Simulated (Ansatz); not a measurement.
# CASCI(4,4)/def2-SVP (accuracy low, start density atoms) run of C4H10N2 (piperazine)

Aim: a geometry optimisation of C4H10N2 (piperazine). 

The calculation is run with Ansatz 0.2.0.

4 further runs of the same task are left out: 4 set aside as unsound or not needed. Runs told in other sessions of the task aren't counted.

## Step 1: The structure to begin with

C4H10N2: 16 atoms, total charge 0, spin state singlet. As SMILES, `C1CNCCN1`. The shape is that of a PBE0-D4/def2-TZVP optimisation. This is one conformer, not always the lowest. The run starts from this shape.

Bond lengths: C1–C2 1.524 Å, C2–N3 1.454 Å, N3–C4 1.454 Å, C4–C5 1.524 Å, C1–N6 1.454 Å, C5–N6 1.454 Å, C1–H7 1.098 Å, C1–H8 1.094 Å, C2–H9 1.098 Å, C2–H10 1.094 Å, N3–H11 1.014 Å, C4–H12 1.094 Å, C4–H13 1.098 Å, C5–H14 1.098 Å, C5–H15 1.094 Å, N6–H16 1.014 Å. Some angles: C1–C2–N3 113.2°, C2–C1–N6 113.2°, C2–N3–C4 111.5°, N3–C4–C5 113.2°, C4–C5–N6 113.2°, C1–N6–C5 111.5°, C1–C2–H9 109.1°, C1–C2–H10 110.9°, N3–C2–H9 107.7°, N3–C2–H10 108.9°.

## Step 2: A geometry optimisation at CASCI(4,4)/def2-SVP (accuracy low, start density atoms)

The input, in.yaml:

```yaml
crystal:
  periodic: [false, false, false]
  atoms:
    - {symbol: C, position_ang: [1.420560, 0.045230, 0.077800]}
    - {symbol: C, position_ang: [0.646020, -1.267270, 0.052710]}
    - {symbol: N, position_ang: [-0.645790, -1.156830, -0.606150]}
    - {symbol: C, position_ang: [-1.420560, -0.045230, -0.077800]}
    - {symbol: C, position_ang: [-0.646020, 1.267270, -0.052710]}
    - {symbol: N, position_ang: [0.645790, 1.156830, 0.606150]}
    - {symbol: H, position_ang: [1.720620, 0.305210, -0.946170]}
    - {symbol: H, position_ang: [2.340420, -0.055380, 0.662320]}
    - {symbol: H, position_ang: [0.466610, -1.598590, 1.084300]}
    - {symbol: H, position_ang: [1.227660, -2.054550, -0.436980]}
    - {symbol: H, position_ang: [-0.506760, -1.028140, -1.602550]}
    - {symbol: H, position_ang: [-2.340420, 0.055380, -0.662320]}
    - {symbol: H, position_ang: [-1.720620, -0.305210, 0.946170]}
    - {symbol: H, position_ang: [-0.466600, 1.598590, -1.084300]}
    - {symbol: H, position_ang: [-1.227660, 2.054550, 0.436980]}
    - {symbol: H, position_ang: [0.506760, 1.028140, 1.602550]}
basis:
  gaussian: {orbitals: def2-SVP}
relax: {}
correlation:
  active_space: {window: {electrons: 4, orbitals: 4}, shells: [{species: C, l: p, shell: 2}], fixed_orbitals: true}
  frozen_orbitals: {C: 1, H: 0, "N": 1}
total_charge: 0
accuracy: low
output: {orbitals: {seedname: orbitals}}
hamiltonian: {pseudopotentials: {relativity: none}}
```

The run is started by

```bash
ansatz run in.yaml --threads 4 --pin off --max-ram 12180MiB --events-out events.jsonl --progress --plain --runs-dir runs
```

Log:

```text
Warning: RAYON_NUM_THREADS=4 ignored (pool sized by the plan → 4); use --threads N
The last accepted step is kept in runs//last_step.txt (removed where the run ends without a failure and the disk answers)
[... 57 lines left out ...]
Total energy: -7237.85289257 eV, -265.9861878091 hartree
[... 16 lines left out ...]
Dipole moment:    -0.000000    -0.000000    -0.000000 e Å
```

Run time: 13 s. Hardware: 4 threads of Arm Neoverse V2, shared host; peak memory 0.47 GiB.

Step by step:

| step | energy from the first frame kept (eV) | largest force (eV/Å) |
| --- | --- | --- |
| 1 | 0.0000 | 1.0541 |
| 2 | -0.0314 | 0.4174 |
| 3 | -0.0387 | 0.0682 |
| 4 | -0.0391 | 0.0264 |
| 5 | -0.0391 | 0.0191 |
| 6 | -0.0392 | 0.0092 |

After the run. Bond lengths: C1–C2 1.554 Å, C2–N3 1.448 Å, N3–C4 1.448 Å, C4–C5 1.554 Å, C1–N6 1.448 Å, C5–N6 1.448 Å, C1–H7 1.094 Å, C1–H8 1.093 Å, C2–H9 1.094 Å, C2–H10 1.093 Å, N3–H11 1.004 Å, C4–H12 1.093 Å, C4–H13 1.094 Å, C5–H14 1.094 Å, C5–H15 1.093 Å, N6–H16 1.004 Å. Some angles: C1–C2–N3 112.6°, C2–C1–N6 112.6°, C2–N3–C4 112.9°, N3–C4–C5 112.6°, C4–C5–N6 112.6°, C1–N6–C5 112.9°, C1–C2–H9 108.8°, C1–C2–H10 110.0°, N3–C2–H9 108.4°, N3–C2–H10 109.5°.

## Step 3: What came out

Level: CASCI(4,4)/def2-SVP (accuracy low, start density atoms).

```
                          quantity          value
           total energy at the end  -265.98619 Eh
dipole moment (correlated density)         0.00 D
```

**Reading.** At the final geometry: Bond lengths: C1–C2 1.554 Å, C2–N3 1.448 Å, N3–C4 1.448 Å, C4–C5 1.554 Å, C1–N6 1.448 Å, C5–N6 1.448 Å, C1–H7 1.094 Å, C1–H8 1.093 Å, C2–H9 1.094 Å, C2–H10 1.093 Å, N3–H11 1.004 Å, C4–H12 1.093 Å, C4–H13 1.094 Å, C5–H14 1.094 Å, C5–H15 1.093 Å, N6–H16 1.004 Å. Some angles: C1–C2–N3 112.6°, C2–C1–N6 112.6°, C2–N3–C4 112.9°, N3–C4–C5 112.6°, C4–C5–N6 112.6°, C1–N6–C5 112.9°, C1–C2–H9 108.8°, C1–C2–H10 110.0°, N3–C2–H9 108.4°, N3–C2–H10 109.5°. The optimisation took 5 steps and changed the energy by -0.039 eV. The accuracy setting is loose, so the last digits carry no meaning.
